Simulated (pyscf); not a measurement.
PySCF, gas phase, ωB97X-D3(BJ)/def2-SVP geometries.

**Question.** For the elementary gas-phase step Cl–GeH(Cl)–Cl + HCl → Cl–GeH₂–Cl + Cl–Cl (singlet surface; Cl–Ge, Cl–H broken, Ge–H, Cl–Cl formed), what barrier and reaction energy does ωB97M-D3(BJ)/def2-TZVP give, measured from the separated reactants?

**Answer.** ΔE‡ = 524.2 kJ/mol, ΔE = +238.3 kJ/mol. Zero-point energy shifts the barrier by -8.9 kJ/mol. It is a four-centre exchange, with an imaginary mode of 2062i cm⁻¹. From the product side, Cl• + Cl• + Cl–GeH₂–Cl lies, by one bond made or cut, 40.0 kJ/mol under this saddle at ωB97M-D3(BJ). The same reactants have a lower exit, to Cl–Ge(Cl)(Cl)–Cl + H₂ (barrier +196.7 kJ/mol at ωB97M-D3(BJ), against +524.2 kJ/mol here). One saddle was located; it need not be the lowest between these sides. A restricted solution here is unstable towards spin polarisation, so biradical character is likely and single-reference numbers are less safe. Elements up to Kr have no core potential and no relativistic terms here.
